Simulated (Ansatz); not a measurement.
Ansatz (a program for electronic structure) input (HF/pcseg-0): A basis named .json is the Basis Set Exchange file of that set (core-valence sets with the plain set on hydrogen).

Ansatz 0.2 input:
```yaml
crystal:
  periodic: [false, false, false]
  atoms:
    - {symbol: O, position_ang: [0.00702152, 0.00134342, 0.11666744]}
    - {symbol: H, position_ang: [-0.04995842, 0.75929218, -0.47415850]}
    - {symbol: H, position_ang: [-0.00621371, -0.77003954, -0.45918106]}
basis:
  gaussian:
    orbitals: pcseg-0.json
hamiltonian:
  xc: {name: HF}
output: {forces: true}
magnetization: {spin_polarized: false}
```

Output:

```
Functional definition: HF
integrals: 0.00 GiB planned
147 factors; integrals over basis functions are off by at most 3.9e-4 eV
mean field: 0.03 GiB planned
mean field evaluation 1: about -2060.3922 eV, gradient 2.9e1 eV
mean field evaluation 2: about -2060.3919 eV, gradient 2.9e1 eV
mean field evaluation 4: about -2061.9299 eV, gradient 1.3e0 eV
mean field evaluation 8: about -2061.9358 eV, gradient 2.3e-4 eV
mean field -2061.93582211 eV, -75.7747438324 hartree, gradient 1.6e-5 eV, S^2 0.000000; 0 other end points of the search recorded, 0 dependent functions left out
the calculation of the forces begins
reference -2061.93582211 eV, -75.7747438324 hartree; 5, 5 occupied and 8, 8 virtual orbitals, 147 factors
Total energy: -2061.93582211 eV, -75.7747438324 hartree
Atom 0 at     0.007022     0.001343     0.116667 Å, force     0.008614     0.001648     0.143126 eV/Å
Atom 1 at    -0.049958     0.759292    -0.474158 Å, force    -0.025555     0.742030    -0.078838 eV/Å
Atom 2 at    -0.006214    -0.770040    -0.459181 Å, force     0.016941    -0.743678    -0.064288 eV/Å
Dipole moment:    -0.031776    -0.006080    -0.527977 e Å
```
